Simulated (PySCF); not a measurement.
# S₂+: bond curves at several levels of theory

One job finds the state of S₂+, follows it along the bond with each method and fits the curves.

The runs use PySCF 2.14.0; S 3-21G, no relativity.

### Step 1. Input

The job is set up so:

| Item | Value |
| --- | --- |
| atoms | S, S |
| charge | 1 |
| basis | S 3-21G |
| Hamiltonian | no relativity |
| basis functions | 26 |
| electrons treated | 31 |
| masses in u | 31.9721, 31.9721 |
| levels | PBE0, PBE, r²SCAN, M06-L, revPBE, BP86, HF, MP2, SCS-MP2, CCSD, CCSD(T) |
| grid | 80 radial by 434 angular points |
| occupations | held fixed by the projection of orbital angular momentum |
| dissociation limit | S+ + S, each in its ground configuration |
| starting distance in angstrom | 2.070 |
| values of 2S to try | 1, 3, 5 |

Launch:

```bash
OMP_NUM_THREADS=1 python dia.py task.json out
```

After this run come: The PBE0 curve of the state that the search chose; Excited determinants; PBE (GGA); r²SCAN; M06-L (meta-GGA); revPBE; BP86; UHF (mean field); MP2 and coupled cluster.

Q: Predict the outcome of this session. Wanted: for each run, Re; ωe; De.

**Answer**, as computed:

Lowest PBE0 solution found, without spin–orbit coupling: ²Πg (doublet), unpaired electrons π ↑. State 2 has its PBE0 minimum 0.86 eV higher. State 3 has its PBE0 minimum 1.40 eV higher, as a spin-mixed determinant (⟨S²⟩ = 1.75), so this is no gap between pure states. The other levels ran on the lowest alone.

```
      level  Re (Å)  ωe (cm⁻¹)  De (eV)
        UHF   1.920        733    -1.29
UHF-SCS-MP2   2.210      283.9     2.44
   UHF-CCSD   2.049        526     1.95
UHF-CCSD(T)   2.071        492     2.12
        PBE   2.008        595     3.88
     revPBE   2.014        588     3.61
       BP86   2.013        589     3.95
     r²SCAN   1.990        617     3.26
      M06-L   1.981        640     3.31
       PBE0   1.969        649     2.89
```

De is counted to S+ + S in their ground configurations. No constants: UHF-MP2 (no minimum is bracketed among the points kept).

Differences from CCSD(T) in the same basis:

```
      level  Re (mÅ)  ωe (%)
        UHF     -151   +49.0
UHF-SCS-MP2     +139   -42.3
   UHF-CCSD      -21    +6.9
        PBE      -63   +21.0
     revPBE      -57   +19.6
       BP86      -58   +19.7
     r²SCAN      -81   +25.5
      M06-L      -90   +30.0
       PBE0     -102   +31.9
```

Against CCSD(T) in the same basis, the bond length is nearest at UHF-CCSD (-21 mÅ) and farthest at UHF (-151 mÅ); the wavenumber is nearest at UHF-CCSD (+6.9 %) and farthest at UHF (+49.0 %). Hartree–Fock makes the bond too short and too stiff against this reference, as it mostly does. CCSD(T) in a basis this small is itself some way from its limit, more so than the functionals. Among the levels with a De in the table, it runs from -1.29 eV (UHF) to 3.95 eV (BP86).

Correlated steps freeze 10 core orbitals. The basis is very small, so these numbers show the basis as much as the molecule. A negative De means that the minimum lies above the separated atoms at that level. At some levels the lowest empty orbital lies below the highest filled one (the two can be of opposite spin).
